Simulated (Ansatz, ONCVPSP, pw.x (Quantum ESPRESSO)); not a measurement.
## What a changed setting does to a pw.x run (bcc Mo)

Potential: optimised norm-conserving Vanderbilt (ONCV), ONCVPSP 4.0.1.1 (patched build), LDA (Perdew-Wang 92); core [Ar] 3d10, reference 4s2 4p6 4d5 5s1; waves: 4s+5s: rc 1.90 bohr, ncon 3, nbas 6, qcut 7 1/bohr, 2 projectors; 4p: rc 1.45 bohr, ncon 5, nbas 10, qcut 8.2 1/bohr, 2 projectors, debl 1.8 Ha; 4d: rc 2.15 bohr, ncon 4, nbas 9, qcut 8.2 1/bohr, 2 projectors, debl 2.5 Ha; local part: polynomial inside 1.20 bohr (lpopt 2, dvloc0 1 Ha); core correction: Teter function, fcfact 5, rcfact 1.75.

The reference run (k-mesh 15³, cutoffs 80/320 Ry, Fermi–Dirac 0.01 Ry, mixing_beta 0.4, conv_thr 1e-9, no spin) gives 0.72 GPa at 15.067 Å³/atom, where all-electron LAPW gives 0.24 GPa. This run, with its own iteration cap, changes smearing to mv.

```
&control
  calculation='scf', prefix='x', pseudo_dir='./', outdir='./tmp', tstress=.true., disk_io='none'
/
&system
  ibrav=0, nat=1, ntyp=1, ecutwfc=80, ecutrho=320, nbnd=15,
  occupations='smearing', smearing='mv', degauss=0.01
/
&electrons
  conv_thr=1e-09, mixing_beta=0.4, electron_maxstep=60
/
ATOMIC_SPECIES
Mo 1.0 Mo.UPF
CELL_PARAMETERS angstrom
  -1.55592598 1.55592598 1.55592598
  1.55592598 -1.55592598 1.55592598
  1.55592598 1.55592598 -1.55592598
ATOMIC_POSITIONS crystal
Mo 0.0000 0.0000 0.0000
K_POINTS automatic
15 15 15 0 0 0
```

```bash
pw.x < Mo.scf.in > Mo.scf.out
```

How does the run end?

It converges in 8 iterations; the free energy moves by +21.6 meV/atom and the pressure by +0.05 GPa. This scheme is built to cancel the term in the square of the width that Fermi–Dirac smearing leaves in the F of a metal.

```
Message from routine setup:
     using ibrav=0 with symmetry is DISCOURAGED, use correct ibrav instead
     lattice parameter (alat)  =       5.0927  a.u.
     unit-cell volume          =     101.6772 (a.u.)^3
     number of electrons       =        14.00
     number of Kohn-Sham states=           15
     kinetic-energy cutoff     =      80.0000  Ry
     charge density cutoff     =     320.0000  Ry
     scf convergence threshold =      1.0E-09
     Exchange-correlation= SLA  PW   NOGX NOGC
     number of k points=   120  Marzari-Vanderbilt smearing, width (Ry)=  0.0100
     iteration #  1     ecut=    80.00 Ry     beta= 0.40
     total energy              =    -154.94319806 Ry
     estimated scf accuracy    <       0.11761530 Ry
     iteration #  2     ecut=    80.00 Ry     beta= 0.40
     total energy              =    -154.94952483 Ry
     estimated scf accuracy    <       0.01143490 Ry
     iteration #  3     ecut=    80.00 Ry     beta= 0.40
     total energy              =    -154.95078730 Ry
     estimated scf accuracy    <       0.00085069 Ry
     iteration #  4     ecut=    80.00 Ry     beta= 0.40
     total energy              =    -154.95084215 Ry
     estimated scf accuracy    <       0.00004650 Ry
     iteration #  5     ecut=    80.00 Ry     beta= 0.40
     total energy              =    -154.95085413 Ry
     estimated scf accuracy    <       0.00000108 Ry
     iteration #  6     ecut=    80.00 Ry     beta= 0.40
     total energy              =    -154.95085432 Ry
     estimated scf accuracy    <       0.00000015 Ry
     iteration #  7     ecut=    80.00 Ry     beta= 0.40
     total energy              =    -154.95085435 Ry
     estimated scf accuracy    <          4.0E-09 Ry
     iteration #  8     ecut=    80.00 Ry     beta= 0.40
     the Fermi energy is    21.9075 ev
!    total energy              =    -154.95085435 Ry
     estimated scf accuracy    <          4.6E-11 Ry
     smearing contrib. (-TS)   =      -0.00003307 Ry
     The total energy is F=E-TS. E is the sum of the following terms:
     one-electron contribution =     -13.93007609 Ry
     hartree contribution      =      17.43105242 Ry
     xc contribution           =     -37.15531933 Ry
     ewald contribution        =    -121.29647829 Ry
     convergence has been achieved in   8 iterations
          total   stress  (Ry/bohr**3)                   (kbar)     P=        7.70
     Message from routine punch:
     Nothing written, as per user request (disk_io='none')
```

The run took about 19 s on one core of a shared host (Intel(R) Xeon(R) 6975P-C, 192 threads, 756 GiB, load 109).
